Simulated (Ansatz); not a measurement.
# AsH⁻, doublet in aug-cc-pVTZ: errors against UCCSDT(Q)

Geometry: that of the AsH⁻, quartet, kept fixed.

```xyz
2

As    0.0000    0.0000    0.0000
H     0.0000    0.0000    2.0518
```

Basis aug-cc-pVTZ; Ansatz 0.2.0. Correlated methods freeze the noble-gas cores and the filled d shells of p-block atoms, which leaves 7 electrons in 68 orbitals. R marks a restricted (for open shells ROHF) determinant, U an unrestricted one. Active spaces: valence = (7e, 5o) chosen from the atoms' valence shells. No spin–orbit coupling is included, and no scalar relativity.

Full CI isn't at hand for all of this; UCCSDT(Q) serves as the reference, and is uncertain by the last step of the cluster series or more. The frozen core follows each run's orbitals, which can shift R against U totals by a few meV for light atoms and by up to 0.1 eV past Ca.

Unrestricted rows (U) aren't spin-pure: their determinants' ⟨S²⟩ exceeds S(S+1) by up to 0.11, so they mix in states of higher spin.

The UHF ⟨S²⟩ is 0.864. The T1 diagnostic (RCCSD) is 0.0275. The largest doubles amplitude (RCCSD) is 0.113 and the T1 diagnostic (UCCSD) is 0.0415.

```csv
level,E − E(UCCSDT(Q)) (mEh),wall time
UHF,165.60,–
UMP2,36.34,–
UCCSD,9.39,–
UCCSD(T),1.72,12 s
UCCSDT,0.45,–
```

Run but not shown, since their state, orbitals or frozen core can't be matched to the reference's or they repeat it: RHF, RMP2, RCCSD, RCCSD(T), BCCD(T), RCCSDT, RCCSDT(Q), CASSCF (valence space), NEVPT2 (valence space), MRCISD (valence space), MRCISD+Q (valence space).

Times hold each run's SCF and search for its determinant on a shared host, so for small cases they say little of a method's own cost; they ran on 1 thread of AMD EPYC 9R45.

Natural occupations of CASSCF (valence space) about the gap: 2.000 1.998 1.907 1.000 0.096; effectively unpaired electrons, Σ n²(2−n)², 1.06.
